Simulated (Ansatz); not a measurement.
Consider Ni in the fcc (Cu type) structure (space group Fm-3m, No. 225; a = 3.480 Å; ferromagnetic).

Calculations: DFT with r2SCAN, PAW potentials and a 500 eV plane-wave cutoff in Ansatz (a quantum-chemistry and plane-wave program), scalar-relativistic without spin-orbit coupling, earlier PAW set.

The change: every Ni is replaced by Cu; the structure is relaxed again.

Measured lattice parameter a: Ni 3.508 Å (static lattice; corrected from measurement; as listed in Daniel Mejia-Rodriguez, S. B. Trickey, Phys. Rev. B (2018)); Cu 3.595 Å (static lattice; corrected from measurement; as listed in Gábor I. Csonka et al., Physical Review B (2009)).

Task: How well does r2SCAN reproduce the measured shift?

Result: With r2SCAN the lattice parameter a moves by +0.099 Å (3.480 → 3.579) against +0.087 Å measured.

The magnetic state is the one reached from the starting moments; the real material's order can differ, and small cells can't hold many antiferromagnetic ones. No phonon test of stability was made. Spin-polarised in the final run: base; the other runs are not.
